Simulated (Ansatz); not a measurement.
Basis-set extrapolation for CH8AlN, SMILES `C[NH2+][AlH3-]` (PBE0-D4/def2-TZVP geometry, frozen core, the Gaussian-basis code of Ansatz). Multiplicity 1, RHF reference.

```json
{"": "HF", "def2-TZVPP": "-338.944778", "def2-QZVPP": "-338.957107"}
{"": "MP2 correlation", "def2-TZVPP": "-0.505219", "def2-QZVPP": "-0.538804"}
{"": "CCSD(T) correlation", "def2-TZVPP": "-0.569152", "def2-QZVPP": "not run"}
```

Energies in hartree. Use E(X) = E(∞) + A·exp(−7.88·√X) for Hartree–Fock and E(X) = E(∞) + B·X^(−2.97) for correlation, with X = 3 and 4, and add CCSD(T) minus MP2 of the smaller set to the MP2 limit.

Q: What is the CCSD(T) energy at the basis-set limit?

A: HF limit: -338.957107 + (-0.012329) × 0.13774 = -338.95881. MP2 limit: -0.538804 + (-0.033585) × 0.74074 = -0.56368. Higher-order term: -0.569152 − (-0.505219) = -0.06393. Total: -339.58642 hartree, 190.3 kJ/mol below CCSD(T)/def2-TZVPP.
